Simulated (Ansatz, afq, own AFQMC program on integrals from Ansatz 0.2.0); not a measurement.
AFQMC on a folder of integrals that Ansatz 0.2.0 wrote.

```yaml
crystal:
  periodic: [false, false, false]
  atoms:
    - {symbol: N, position_ang: [0.000000, 0.075316, 0.590868]}
    - {symbol: O, position_ang: [0.000000, -0.106445, -0.608500]}
    - {symbol: H, position_ang: [0.000000, 0.643035, 1.448031]}
basis:
  gaussian: {orbitals: cc-pVDZ}
magnetization: {spin_polarized: true, initial_magnetization: 2}
correlation: {method: ccsd_t, electrons: outside_noble_gas, hamiltonian_folder: ham}
```

```sh
$ ansatz run in.yaml --threads 1 --pin off --events-out ev --progress --plain --max-ram 1382MiB
```

afq runs on the folder ham with

```
--method free --trial cisd --walkers 60 --time-step 0.03 --max-blocks 80 --target-error 0.00042 --factor-cut 1e-05 --seed 5056 --times 0,0.21,0.42,0.81,1.2,1.8,2.4,3 --taylor-order 8
```

Times are imaginary, in 1/Eh. The walk had a cap of 820 s.

Log:

```
orbitals 31  electrons 7 5  factors 225 of 309
reference energy -129.77664947 Eh
CCSD correlation -0.33309594 Eh in 12 cycles, weight of the determinant in the CISD state 0.8992
repeat  energy at the last time / Eh  error
    10  -130.119374  0.002495
    20  -130.120102  0.001730
    30  -130.120309  0.001399
    40  -130.120705  0.001243
    50  -130.120727  0.001127
    60  -130.120424  0.000981
    70  -130.120853  0.000903
    80  -130.120488  0.000822
time / (1/Eh)  energy / Eh  error  mean overlap
  0.00  -130.109981  0.000346  1.1126
  0.21  -130.117230  0.000393  1.1052
  0.42  -130.118315  0.000396  1.1153
  0.81  -130.119693  0.000403  1.1142
  1.20  -130.119439  0.000451  1.1195
  1.80  -130.119846  0.000618  1.1376
  2.40  -130.121279  0.000843  1.1380
  3.00  -130.120488  0.000822  1.1474
energy -130.120488 +/- 0.000822 Eh
```

The run passed its tests (error under three times the target), which doesn't prove that it has relaxed.

Against this walk (error 22.4 meV) on the same determinant: CCSD(T) 41.0 meV higher (within the noise), CCSDT(Q) 6.9 meV lower (within the noise). The error is statistical, and a free projection of finite length keeps a remainder of its start.

Cautions: remainder of the start not in the error; error above the target (22.4 against 11.4 meV); lower spins were not checked.

The walk took 2 min on 1 thread of Intel(R) Xeon(R) 6975P-C (Granite Rapids), on a shared host. The log's last line is the free-projection energy.

CCSDT and higher add their correlation energy to the determinant of the CCSD(T) run, since their own runs factorise the integrals more tightly (a shift of under 2 meV). A walk keeps the symmetry of its determinant, which the program's search chose and which needn't be the lowest solution, so a lower state of the same spin and another symmetry isn't excluded.
